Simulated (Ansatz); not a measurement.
SiSe₂ (Ibam, No. 72), treated with PBE (Ansatz, an electronic-structure program, PAW).

Numerical settings: plane-wave cutoff 500 eV, 10×10×10 k mesh, Fermi–Dirac smearing 0.05 eV, scalar-relativistic PAW data made under PBE.

Cell (relaxed at this level):

```
Se2Si
1.0
   -3.30927     5.61739     2.96629
    3.30927    -5.61739     2.96629
    3.30927     5.61739    -2.96629
Si Se
2 4
Direct
  0.75000   0.75000   0.00000
  0.25000   0.25000   0.00000
  0.11015   0.18916   0.29931
  0.88985   0.81084   0.70069
  0.38985   0.68916   0.07901
  0.61015   0.31084   0.92099
```

Problem. What does this level give for the band gap?

Solution. 
band gap: 2.22 eV (on the SCF k mesh)

Note: the volume lies 30 % above that of the published cell; the cell has widely spaced layers and the level no dispersion term, so their spacing and the moduli can rest on weak binding.

Spin–orbit coupling is not included.

The computed numbers hold no vibrational or temperature effects.
